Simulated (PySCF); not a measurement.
## One molecule, a ladder of functionals, a line

Molecule: `C(F)Cl`, CH2ClF.

Atoms are numbered as in `[F:1][CH2:2][Cl:3]`. Hydrogens are named by the atom that carries them.

GIAO shieldings (ppm, equivalent atoms averaged) in PySCF on the PBE0-D3(BJ)/def2-SVP geometry, basis pcSseg-2, gas phase, non-relativistic:

```tsv
functional	exact exchange (%)	σ(F1)	σ(C2)	σ(Cl3)
BLYP	0	338.3	72.2	695.4
BP86	0	343.9	77.5	717.1
PBE	0	342.3	77.5	717.1
PBE0	25	361.1	87.1	748.0
mPW1PW91	25	361.5	86.4	746.1
BHandHLYP	50	372.4	91.0	753.9
HF	100	394.9	107.4	805.2
```

Q: Fit each shielding as a line in the percentage of exact exchange.

A: σ(F1) = 343.8 + 0.54 x (rms 3.3 ppm); σ(C2) = 76.7 + 0.31 x (rms 2.2 ppm); σ(Cl3) = 713.8 + 0.93 x (rms 9.3 ppm). The functionals also differ in their semilocal parts, which the line can't hold; Hartree–Fock has no correlation at all.

Q: What does the line predict for B3LYP (20 %), and what does the run give?

A: σ(F1): 354.6 predicted, 354.5 computed; σ(C2): 82.9 predicted, 80.4 computed; σ(Cl3): 732.4 predicted, 721.7 computed ppm.
